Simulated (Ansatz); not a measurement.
Telling isomers of CHOP+ apart by their spectra

These gas-phase data were calculated for one isomer of CHOP+ at PBE0-D3(BJ)/def2-SVP (harmonic, unscaled wavenumbers; equilibrium rotational constants with average atomic masses):

```
rotational constants            : 740.1, 5.359, 5.32 GHz
all wavenumbers above 1500 cm⁻¹ : 3565, 1851
```

Candidates:

(1) the doublet with the links of `[CH+]1O[P]1`
(2) the doublet with the links of `O[C+]=[P]`

Question: Which structure fits?

Answer: Candidate (2). The band at 3565 cm⁻¹ lies where the O–H stretch is expected; (1) has no mode between 3300 and 4000 cm⁻¹.

The same quantities for all candidates:

```tsv
	rotational constants (GHz)	wavenumbers above 1500 cm⁻¹	E above the lowest, PBE0-D3(BJ)/def2-SVP (kcal/mol)
(1)	39.73, 11.08, 8.664	3179, 1547	3.8
(2)	740.1, 5.359, 5.32	3565, 1851	0.0
```

Harmonic stretches to hydrogen usually lie a few per cent above observed fundamentals. Each candidate is one conformer. Open shells are spin-unrestricted. Programs: Ansatz 0.2.0.
